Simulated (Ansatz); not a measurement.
Results of r²SCAN-D4 in Ansatz (PAW) for rutile SnO₂.

Settings: plane-wave cutoff 560 eV, 8×8×10 k mesh (along the axes of the cell as run), Fermi–Dirac smearing 0.01 eV, scalar-relativistic PAW data made under PBE.

Energies at three volumes about the minimum:

```json
[
 {"V (Å³/atom)": "11.772", "E − E_lowest (meV/atom)": "3.24"},
 {"V (Å³/atom)": "12.012", "E − E_lowest (meV/atom)": "0.00"},
 {"V (Å³/atom)": "12.252", "E − E_lowest (meV/atom)": "2.98"}
]
```

Question: Fit a parabola by hand: where is the minimum, and what is the bulk modulus?

Answer: Slopes: (0.00 − 3.24)/(12.012 − 11.772) = -13.500 and (2.98 − 0.00)/(12.252 − 12.012) = 12.417 meV/Å³. Curvature E″ = 2 × (12.417 − (-13.500))/(12.252 − 11.772) = 107.987 meV/Å⁶. From the middle of the first interval, the slope vanishes at V0 = 11.8920 − (-13.500)/107.987 = 12.017 Å³/atom. B = V0 E″ = 12.017 × 107.987 meV/Å³ × 0.1602 GPa per meV/Å³ = 208 GPa. The full Birch–Murnaghan fit to all volumes gives V0 = 12.012 Å³/atom and B0 = 207 GPa.

Shape and atoms are relaxed at each volume.

Measured, for comparison: bulk modulus 212 GPa (temperature not stated, not corrected to a static lattice, from measured elastic constants; as tabulated in Toher et al. (2017), arXiv:1611.05714). Computed (rounded) less measured: bulk modulus -2 %.

Note: the bulk modulus comes from volumes at which shape and atoms were relaxed.

Ansatz is an electronic-structure program.
